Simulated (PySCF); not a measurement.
**ClF₂⁻: relaxation and vibrations of the singlet**

Aim: relax ClF₂⁻ as a singlet from a hand-made linear geometry, check by its vibrations whether the end is a minimum, and collect its spectrum and constants.

The runs use PySCF 2.14.0; PBE0, basis Cl def2-TZVPD, F def2-TZVPD, no relativity, density fitting.

## Step 1: The starting structure

3 atoms, charge -1, spin multiplicity 1.

Bond lengths: Cl1–F2 1.630 Å, Cl1–F3 1.630 Å. Angles: F2–Cl1–F3 180.0°.

```xyz
3
charge -1 multiplicity 1
Cl    0.0000    0.0000    0.0000
F     0.0000    0.0000    1.6300
F     0.0000    0.0000   -1.6300
```

## Step 2: Relaxation: linear start, singlet

The steps below are one call of a driver around PySCF. For each, scf.py gives the equivalent set-up of the SCF; relaxations use the driver's own optimiser. Before each start the driver seeks the lowest SCF state from one or more starting densities and follows internal instabilities, so scf.py alone need not reach the same state.

The program finds D∞h symmetry in the start, which this walk keeps.

Contents of scf.py:

```python
from pyscf import gto, scf, dft
mol = gto.M(atom='''
Cl     0.000000     0.000000     0.000000
F      0.000000     0.000000     1.630000
F      0.000000     0.000000    -1.630000''',
    basis={'Cl': 'def2-TZVPD', 'F': 'def2-TZVPD'},
    charge=-1, spin=0)
mf = dft.RKS(mol, xc='PBE0')
mf.grids.atom_grid = (50, 194)
aux = {'Cl': 'def2-universal-JKFIT', 'F': 'def2-universal-JKFIT'}
mf = mf.density_fit(auxbasis=aux)
mf.kernel()
```

Energy and gradient, step by step:

```csv
step,energy (Eh),change (kJ/mol),largest symmetric gradient (Eh/bohr)
0,-659.611042,0.00,0.10838
1,-659.649034,-99.75,0.01062
2,-659.649600,-101.23,0.00409
3,-659.649706,-101.51,0.00032
4,-659.649707,-101.51,0.00001
```

The walk ran for 3.3 s (4 threads, shared host).

It settles in D∞h symmetry, 101.5 kJ/mol below the start, after 4 steps: Cl–F 1.854 Å (×2); F–Cl–F 180.0°.

## Step 3: Hessian and properties

On the finer grid the gradient is checked again; gradients at displacements of ±0.01 bohr then give force constants and infrared intensities.

scf.py: that of step 2 with these lines changed.

```diff
@@ -3,3 +3,3 @@
-Cl     0.000000     0.000000     0.000000
-F      0.000000     0.000000     1.630000
-F      0.000000     0.000000    -1.630000''',
+Cl     0.000000     0.000000    -0.000000
+F     -0.000000     0.000000     1.854457
+F      0.000000    -0.000000    -1.854457''',
@@ -9 +9 @@
-mf.grids.atom_grid = (50, 194)
+mf.grids.atom_grid = (75, 302)
```

This SCF starts from the last density.

SCF at the final geometry:

```text
init E= -659.649722251583
  HOMO = -0.0894795145670711  LUMO = 0.152372194398877  gap/eV = 6.58112
cycle= 1 E= -659.649722251575  delta_E= 8.75e-12  |g|= 8.28e-06  |ddm|= 8.3e-06
  HOMO = -0.089478771293039  LUMO = 0.152372603681092  gap/eV = 6.58111
Extra cycle  E= -659.649722251545  delta_E= 2.97e-11  |g|= 1.55e-05  |ddm|= 1.2e-05
converged SCF energy = -659.649722251545
```

The whole step took 8.2 s.

Geometry: D∞h; Cl–F 1.854 Å (×2); F–Cl–F 180.0°.

Harmonic modes (main isotopes):

```
symmetry  ω (cm⁻¹)  IR (km/mol)  μ (u)
      πu       292         11.2  24.93
     σg+       456          0.0  19.00
     σu+       472          568  24.93
```

Every mode is real; the point is a minimum.

Constants and moments:

```yaml
Dipole_moment_about_the_centre_of_mass: 0.00 D
Highest_occupied_level: -2.43 eV
Lowest_empty_level: 4.15 eV
Rotational_constants: 0.129 cm⁻¹
Zero-point_energy: 9.0 kJ/mol
Principal_polarisabilities: 25.0, 25.0, 54.2 bohr³
Principal_traceless_quadrupole_moments_about_the_centre_of_mass: -15.64, 7.82, 7.82 D Å
Entropy_at_298.15_K_and_1_bar: 244.8 J/(mol K)
Heat_capacity_Cp_at_298.15_K: 54.4 J/(mol K)
Enthalpy_at_298.15_K_above_0_K: 12.26 kJ/mol
Rotational_symmetry_number: 2
```

Populations by atom (charges in e):

| atom | Mulliken | Löwdin | polar tensor | Mayer order to Cl1 |
| --- | --- | --- | --- | --- |
| Cl1 | 0.00 | 0.55 | 0.82 | – |
| F2,3 | -0.50 | -0.77 | -0.91 | 0.46 |

Outer orbital energies (eV). occupied: -7.90, -5.69, -5.69, -4.76, -4.76, -3.85, -2.43, -2.43; empty: 4.15, 5.09, 5.48, 5.48.

Mulliken populations on Cl1: s 6.09, p 10.70, d 0.19, f 0.01.

## Step 4: Summary of results

| quantity | value |
| --- | --- |
| minimum | singlet, D∞h |
| geometry | Cl–F 1.854 Å (×2); F–Cl–F 180.0° |
| wavenumbers (cm⁻¹) | 292 (πu), 456 (σg+), 472 (σu+) |
| dipole moment (centre of mass) | 0.00 D |
| highest occupied, lowest empty level | -2.43, 4.15 eV |
| polar-tensor charge of Cl1 | +0.82 e |
| zero-point energy | 9.0 kJ/mol |
| entropy at 298.15 K | 244.8 J/(mol K) |

**Reading.** The molecule stays D∞h, as typed, and the end point is a minimum. In the infrared the band at 472 cm⁻¹ (σu+, stretch) leads. Only this shape and spin were tried, so other structures or states may lie lower.

The search up to here took 12 s.
